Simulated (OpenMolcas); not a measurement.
# One shape, several levels: SiNH4O− (SMILES N[SiH-]O)

We compute a comparison of 6 runs (HF/STO-3G, HF/3-21G, HF/6-31+G*, HF/def2-SVP, B3LYP/6-31G*, RI-MP2/ANO-RCC-VDZP) of SiNH4O−. 

The calculation is run with OpenMolcas 26.06.

9 further runs of the same task are left out: 1 that didn't finish, 8 set aside as unsound or not needed.

## (1) The structure to begin with

The species is SiNH4O− (7 atoms), meant as a singlet with charge -1. SMILES: `N[SiH-]O`. The shape is that of a GFN2-xTB optimisation. This is one conformer, not always the lowest.

Bond lengths: N1–Si2 1.835 Å, Si2–O3 1.697 Å, N1–H4 1.017 Å, N1–H5 1.016 Å, Si2–H6 1.554 Å, O3–H7 0.962 Å. Angles: N1–Si2–O3 100.2°, N1–Si2–H6 94.0°, O3–Si2–H6 101.8°, Si2–N1–H4 110.5°, Si2–N1–H5 109.5°, Si2–O3–H7 113.4°, H4–N1–H5 105.9°.

## (2) Energy and gradient at HF/STO-3G (run 1)

File mol.xyz:

```xyz
7

N     -0.940250     0.080330    -0.489950
Si     0.408150     0.625000     0.628660
O      1.725490    -0.181570    -0.074880
H     -0.881470     0.565790    -1.381210
H     -1.837290     0.339730    -0.090590
H      0.007340    -0.353090     1.768080
H      1.518040    -1.076200    -0.360110
```

File mol.inp:

```
* H4NOSi Hartree-Fock

&GATEWAY
  BasLib
  $CurrDir
  Coord
  mol.xyz
  Basis
  STO-3G
  Group
  NoSym

&SEWARD

&SCF
  Charge
  -1
  Thresholds
  1e-10 1e-07 1e-07 1e-05
  PrOrbitals
  1 2

&ALASKA
```

The basis set STO-3G is read from a file made from the Basis Set Exchange's data (not shown).

Command:

```sh
$ export MOLCAS_MEM=1860
$ pymolcas mol.inp > mol.log
```

Output:

```text
--- Start Module: gateway ---
[...]
--- Stop Module: gateway /rc=_RC_ALL_IS_WELL_ ---
[...]
      Basis functions           23
[...]
--- Start Module: scf ---
[...]
       Convergence after  14 Iterations
[...]
::    Total SCF energy                               -415.3189647270
[...]
      Total spin, S                                     0.0000000000
[...]
      Total electronic charge=   34.000000
      Total            charge=   -1.000000
[...]
      Dipole Moment (debye):
      Origin of the operator (angstrom)=    0.3975    0.2448    0.1526
                   X= -4.1117E-01               Y=  3.5834E-01               Z= -1.3147E+00           Total=  1.4234E+00
      Center of Charge (angstrom)
[...]
 *              Molecular gradients               *
 **************************************************
  Irreducible representation: a
 ------------------------------------------------------------------------------------------
                              X                       Y                       Z
 ------------------------------------------------------------------------------------------
  N1               -1.98016353632866E-02    3.86146882464953E-02   -3.41085802145091E-03
  SI2               1.67642826181327E-02   -2.82778436002715E-02   -4.39526449771144E-02
  O3               -2.34671808855946E-02   -1.53662366338518E-02    1.56716309096527E-04
  H4                7.30923195387601E-03   -1.41817388274286E-02    1.17305560984540E-02
  H5                1.55903743488843E-02   -1.02135528047811E-02   -2.56529718193343E-04
  H6               -8.92602546343890E-03   -7.06645151146645E-03    2.62907440648212E-02
  H7                1.25309527914217E-02    3.64911351313126E-02    9.44201624440044E-03
 ------------------------------------------------------------------------------------------
[...]
```

Run time: 2.1 s. Hardware: 1 thread of Arm Neoverse V1, shared host; peak memory 0.37 GiB.

## (3) Energy and gradient at HF/3-21G (run 2)

File run.inp:

```
* H4NOSi Hartree-Fock

&GATEWAY
  BasLib = $CurrDir
  Coord
  7
  angstrom
  N       -0.940250       0.080330      -0.489950
  Si       0.408150       0.625000       0.628660
  O        1.725490      -0.181570      -0.074880
  H       -0.881470       0.565790      -1.381210
  H       -1.837290       0.339730      -0.090590
  H        0.007340      -0.353090       1.768080
  H        1.518040      -1.076200      -0.360110
  Basis = 3-21G
  Group = NoSym

&SEWARD

&SCF
  Charge = -1
  Thresholds = 1e-10 1e-07 1e-07 1e-05
  PrOrbitals = 0

&ALASKA
```

The basis set 3-21G is read from a file made from the Basis Set Exchange's data (not shown).

Command:

```sh
$ export MOLCAS_MEM=1860
$ pymolcas run.inp > run.log
```

Output:

```text
--- Start Module: gateway ---
[...]
--- Stop Module: gateway /rc=_RC_ALL_IS_WELL_ ---
[...]
      Basis functions           39
[...]
--- Start Module: scf ---
[...]
       Convergence after  17 Iterations
[...]
::    Total SCF energy                               -418.3147026898
[...]
      Total spin, S                                     0.0000000000
[...]
      Total electronic charge=   34.000000
      Total            charge=   -1.000000
[...]
      Dipole Moment (debye):
      Origin of the operator (angstrom)=    0.3975    0.2448    0.1526
                   X= -1.2989E+00               Y= -1.2079E+00               Z= -2.4118E+00           Total=  2.9938E+00
      Center of Charge (angstrom)
[...]
 *              Molecular gradients               *
 **************************************************
  Irreducible representation: a
 ------------------------------------------------------------------------------------------
                              X                       Y                       Z
 ------------------------------------------------------------------------------------------
  N1                8.17533656641700E-03   -1.79925774595535E-03    1.35591126866892E-02
  SI2               6.23412762029507E-03   -3.33928584846692E-02   -2.36973822322302E-02
  O3               -1.92151358695885E-02    1.23585446007790E-02    1.24302170141397E-02
  H4                1.76713466516124E-03    2.13909787333777E-03    4.97619867537047E-04
  H5                1.80905165872680E-03    5.90644963259401E-03    5.25185463715827E-04
  H6                2.28838529895714E-03    6.03063707820528E-03   -7.00566364401434E-03
  H7               -1.05889993994357E-03    8.75738704569073E-03    3.69091084416240E-03
 ------------------------------------------------------------------------------------------
[...]
```

Wall time 2.2 s (1 thread of Arm Neoverse V1, shared host); peak memory 0.37 GiB.

Runs 3 to 4 aren't shown in full; the table further down has their settings and results.

## (4) Energy and forces at B3LYP/6-31G(d) (Cartesian functions) (run 5)

File mol.inp:

```
* H4NOSi Kohn-Sham DFT
>>> EXPORT MOLCAS_PRINT=2

&GATEWAY
 BasLib=$CurrDir
 Coord
 7
 angstrom
 N       -0.940250       0.080330      -0.489950
 Si       0.408150       0.625000       0.628660
 O        1.725490      -0.181570      -0.074880
 H       -0.881470       0.565790      -1.381210
 H       -1.837290       0.339730      -0.090590
 H        0.007340      -0.353090       1.768080
 H        1.518040      -1.076200      -0.360110
 Basis=6-31Gs
 Group=NoSym

&SEWARD
 GridInput
 Grid=UltraFine
 End of Grid

&SCF
 Charge=-1
 KSDFT=B3LYP
 Thresholds=1e-10 1e-07 1e-07 1e-05
 PrOrbitals=1

&ALASKA
```

The basis set 6-31G* is read from a file made from the Basis Set Exchange's data (not shown).

Command:

```sh
$ export MOLCAS_MEM=1860
$ pymolcas mol.inp > mol.log
```

Output:

```text
--- Start Module: gateway ---
[...]
--- Stop Module: gateway /rc=_RC_ALL_IS_WELL_ ---
[...]
      Basis functions           57
[...]
--- Start Module: scf ---
[...]
       Convergence after  16 Iterations
[...]
::    Total KS-DFT energy                            -421.8896434683
[...]
      Total spin, S                                     0.0000000000
[...]
      Total electronic charge=   34.000000
      Total            charge=   -1.000000
[...]
      Dipole Moment (debye):
      Origin of the operator (angstrom)=    0.3975    0.2448    0.1526
                   X= -1.2854E+00               Y= -1.7588E+00               Z= -2.4237E+00           Total=  3.2588E+00
      Center of Charge (angstrom)
[...]
 *              Molecular gradients               *
 **************************************************
  Irreducible representation: a
 ------------------------------------------------------------------------------------------
                              X                       Y                       Z
 ------------------------------------------------------------------------------------------
  N1                1.78559729341377E-03    1.54569390155483E-02    7.87610105238379E-03
  SI2               3.57472435156958E-03   -2.69387758014474E-02   -1.48867772004202E-02
  O3               -2.22281122389933E-02    2.62145663116220E-03    9.80885530280862E-03
  H4                1.10452678631261E-03   -5.92144512735882E-03    1.15856646557155E-03
  H5                5.45830253601398E-03   -8.12869007213113E-04   -1.09373635609322E-03
  H6                4.40551572812675E-03    5.55564484658411E-03   -4.36621631758838E-03
  H7                5.89944554359856E-03    1.00390494427560E-02    1.50320705336848E-03
 ------------------------------------------------------------------------------------------
[...]
```

Run time: 20 s. Hardware: 1 thread of Arm Neoverse V1, shared host; peak memory 0.39 GiB.

## (5) Energy and forces at RI-MP2/ANO-RCC-VDZP (DKH2, RICD fitting) (run 6)

File job.input:

```
* H4NOSi RI-MP2
>>> EXPORT MOLCAS_PRINT=2

&GATEWAY
 Coord
 7
 angstrom
 N       -0.940250       0.080330      -0.489950
 Si       0.408150       0.625000       0.628660
 O        1.725490      -0.181570      -0.074880
 H       -0.881470       0.565790      -1.381210
 H       -1.837290       0.339730      -0.090590
 H        0.007340      -0.353090       1.768080
 H        1.518040      -1.076200      -0.360110
 Basis = ANO-RCC-VDZP
 Group = NoSym
 RICD

&SEWARD

&SCF
 Charge = -1
 PrOrbitals = 1 1

&MBPT2
 Frozen = 7
 Grdt

&ALASKA
```

Command:

```sh
$ export MOLCAS_MEM=800
$ pymolcas job.input > job.log
```

Output:

```text
--- Start Module: gateway ---
[...]
--- Stop Module: gateway /rc=_RC_ALL_IS_WELL_ ---
[...]
      Basis functions           66
[...]
       Convergence after  16 Iterations
[...]
::    Total SCF energy                               -421.3315411877
[...]
      Total spin, S                                     0.0000000000
[...]
      Total electronic charge=   34.000000
      Total            charge=   -1.000000
[...]
--- Start Module: mbpt2 ---
[...]
WARNING!
Default frozen orbitals as non valence orbitals is overwritten by user input.
Default values:   4
[...]
       Reference weight ( Cref**2 )         =        0.85536
::    Total MBPT2 energy                             -421.8214835828
[...]
      Dipole Moment (debye):
      Origin of the operator (angstrom)=    0.3975    0.2448    0.1526
                   X= -1.2760E+00               Y= -1.4970E+00               Z= -2.0412E+00           Total=  2.8347E+00
      Center of Charge (angstrom)
[...]
--- Stop Module: mbpt2 /rc=_RC_ALL_IS_WELL_ ---
[...]
--- Start Module: alaska ---
[...]
--- Stop Module: alaska /rc=_RC_ALL_IS_WELL_ ---
[...]
```

It took 11 s on 1 thread of Arm Neoverse V1, shared host.

## (6) The series

```csv
run,level,Cartesian functions,integration grid,energy (Eh),HOMO energy (eV),LUMO energy (eV),HOMO–LUMO gap (eV),wall time
1,HF/STO-3G,no,–,-415.318965,3.14,21.43,18.30,2.1 s
2,HF/3-21G,no,–,-418.314703,-0.81,10.94,11.75,2.2 s
3,HF/6-31+G* (spherical functions),no,–,-420.570229,-1.36,5.57,6.93,5.1 s
4,HF/def2-SVP,no,–,-420.379375,-0.86,9.66,10.52,4.5 s
5,B3LYP/6-31G* (Cartesian functions),yes,UltraFine,-421.889643,1.72,6.57,4.85,20 s
6,"RI-MP2/ANO-RCC-VDZP (DKH2, RICD fitting)",no,–,-421.821484,-1.10,6.44,7.55,11 s
```

## (7) Outcome

| quantity | value |
| --- | --- |
| run 6: total energy | -421.82148 Eh |
| run 6: HOMO energy (Hartree–Fock orbitals) | -1.10 eV |
| run 6: LUMO energy (Hartree–Fock orbitals) | 6.44 eV |
| run 6: HOMO–LUMO gap (to an unbound level, set by the basis) | 7.55 eV |
| run 6: correlation energy (7 core orbitals frozen) | -489.9 mEh |
| run 6: largest force on an atom | 2.139 eV/Å |

**Reading.** Over runs 1, 2, 3, 4, 5 the HOMO–LUMO gap runs from 4.85 eV (B3LYP/6-31G*) to 18.30 eV (HF/STO-3G). The two ends differ in method and basis. The empty levels of an anion lie above zero and hang on the basis. Some runs of one species differ in core potentials or relativity; totals across that change don't compare. In runs 1, 5 the HOMO lies above zero, so the outermost electron may be held by the basis alone. In run 1 the basis is minimal, so the values are rough. All runs together took 45 s, the longest 20 s.
